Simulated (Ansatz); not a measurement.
C5H8O (`CC(=O)C1CC1`). The species carries charge 0 and has multiplicity 1. All single points use the PBE0-D4/def2-TZVP geometry. It is one conformer, not always the lowest.

```xyz
14

C    -1.730   -0.956   -0.873
C    -0.291   -0.765   -0.483
O     0.563   -1.576   -0.760
C     0.027    0.477    0.265
C     1.124    0.393    1.300
C     1.385    1.095    0.026
H    -1.854   -1.895   -1.410
H    -2.060   -0.122   -1.500
H    -2.362   -0.951    0.020
H    -0.799    1.148    0.466
H     0.992    0.976    2.203
H     1.567   -0.587    1.427
H     2.002    0.587   -0.704
H     1.437    2.177    0.024
```

What is the dipole moment at PBE/def2-TZVPP? (An estimate is asked.)

The calculation gave: 2.78 D, with components (-1.59, 2.12, 0.85) D in this frame, pointing from negative to positive charge.

And with r2SCAN, B3LYP, ωB97M-V? (An estimate is asked.)

Ansatz gave: r2SCAN 2.88 D, B3LYP 2.91 D, ωB97M-V 2.89 D.

Give the Mulliken charges with PBE, ωB97M-V, B3LYP in def2-TZVPP. (Estimate.)

Ansatz gave: 
```
atom    PBE  ωB97M-V  B3LYP
  C1  -0.24    -0.32  -0.25
  C2   0.13     0.22   0.20
  O3  -0.27    -0.33  -0.32
  C4  -0.04    -0.12  -0.07
  C5  -0.15    -0.16  -0.16
  C6  -0.15    -0.16  -0.16
  H7   0.10     0.11   0.10
  H8   0.09     0.12   0.10
  H9   0.09     0.12   0.10
 H10   0.08     0.09   0.08
 H11   0.08     0.10   0.09
 H12   0.10     0.11   0.11
 H13   0.10     0.11   0.11
 H14   0.08     0.10   0.09
```

B3LYP here is the variant with VWN-RPA as its local correlation; programs differ in this.
